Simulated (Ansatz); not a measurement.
**C₃H₃+ (triplet): energies up the ladder**

Wanted for C₃H₃+ (triplet): energies up the ladder. Charge +1. Spin multiplicity 3.

Program: Ansatz 0.2.0. Level of theory: the levels named in each step. These are calculated values, not measurements.

**1. The system as given**

Bond lengths: C1–C2 1.219 Å, C2–C3 1.352 Å, C1–H4 1.048 Å, C3–H5 1.075 Å, C3–H6 1.075 Å. Angles: C1–C2–C3 180.0°, C2–C1–H4 179.8°, C2–C3–H5 120.6°, C2–C3–H6 120.7°, H5–C3–H6 118.7°.

Structure file:

```xyz
6

C     1.2776   -0.1855    0.1493
C     0.0790   -0.0112    0.0094
C    -1.2500    0.1812   -0.1462
H     2.3085   -0.3327    0.2690
H    -1.6211    1.0406   -0.6746
H    -1.9564   -0.5220    0.2564
```

**2. A rough first relaxation, PBE-D4/def2-SVP**

input.yaml reads:

```yaml
crystal:
  periodic: [false, false, false]
  atoms:
    - { symbol: C, position_ang: [1.27757, -0.18554, 0.14934] }
    - { symbol: C, position_ang: [0.07896, -0.01123, 0.00942] }
    - { symbol: C, position_ang: [-1.25003, 0.18119, -0.14617] }
    - { symbol: H, position_ang: [2.30846, -0.33273, 0.26899] }
    - { symbol: H, position_ang: [-1.6211, 1.04056, -0.67459] }
    - { symbol: H, position_ang: [-1.95643, -0.52198, 0.25639] }
magnetization:
  spin_polarized: true
  initial_magnetization: 2
total_charge: 1
basis:
  gaussian: { orbitals: def2-SVP }
hamiltonian:
  xc: pbe
  dispersion: d4
relax:
  f_tol: 0.03
  max_steps: 200
```

The run is started by

```console
$ ansatz run input.yaml --threads 4 --pin off --max-ram 10240MiB --backend cpu --events-out ev --progress --plain --runs-dir out
```

Further steps of the session: Relaxation, PBE0-D4/def2-TZVPP; Frequencies, PBE0-D4/def2-TZVPP; Single point, PBE-D4/def2-TZVPP; Single point, r2SCAN-D4/def2-TZVPP; Single point, B3LYP-D4/def2-TZVPP; Single point, wB97M-V/def2-TZVPP; Single point, B2PLYP/def2-TZVPP; Single point, LDA/def2-TZVPP; Single point, PBE0-D4/def2-SVP; Single point, PBE-D4/def2-SVP; Single point, CCSD(T)/def2-TZVPP; Single point, CCSD(T)/def2-QZVPP.

Q: Predict the outcome of this session. Wanted: C1–C2 at PBE0-D4/def2-TZVPP; C2–C3 at PBE0-D4/def2-TZVPP; frequencies at PBE0-D4/def2-TZVPP; energy at CCSD(T)/CBS.

**Answer**, as computed:

| quantity | value |
| --- | --- |
| C1–C2 at PBE0-D4/def2-TZVPP | 1.281 Å |
| C2–C3 at PBE0-D4/def2-TZVPP | 1.318 Å |
| frequencies at PBE0-D4/def2-TZVPP | 192 to 3337 cm⁻¹ |
| energy at CCSD(T)/CBS | -3141.335 eV |

What this shows: No mode is imaginary, so the geometry is a minimum. These totals serve in differences with atoms or fragments at the same level; alone they don't rank the methods. <S²> exceeds the pure value by up to 0.16: some mean fields break spin symmetry, which blurs their results.
